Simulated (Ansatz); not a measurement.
Cubic perovskite SrTiO₃ (cubic form, which distorts at low temperature) was calculated with PBEsol in Ansatz (PAW).

Settings: plane-wave cutoff 500 eV, 8×8×8 k mesh, gaussian smearing 0.02 eV, no spin polarisation, scalar-relativistic PAW data made under PBE.

Computed at the level's own relaxed cell.

Q: What does this level give for the equilibrium volume per atom, lattice parameter a and band gap?

A: 
* **equilibrium volume per atom**: 11.78 Å³/atom
* **lattice parameter a**: 3.891 Å
* **band gap**: 1.85 eV (on the SCF k mesh)

Measured, for comparison: band gap 3.59 eV (zero-point renormalisation of 336 meV (experimental, the table's column) added back here, indirect; inputs from Miglio et al. (2020), arXiv:2011.12765); equilibrium volume per atom 11.77 Å³/atom, lattice constant a 3.89 Å (0 K, cubic phase extrapolated to 0 K; as tabulated in Bilc et al. (2008), arXiv:0805.0753). Computed (rounded) less measured: equilibrium volume per atom +0.1 %, lattice constant a 0.0 %.

Note: the relaxation could not lower the start's symmetry, so the cell can be a saddle point above a distorted one.

Spin–orbit coupling is not included.

The computed numbers hold no vibrational or temperature effects.

It cost roughly 10 core-seconds of CPU time.

Ansatz is a program for electronic structure.
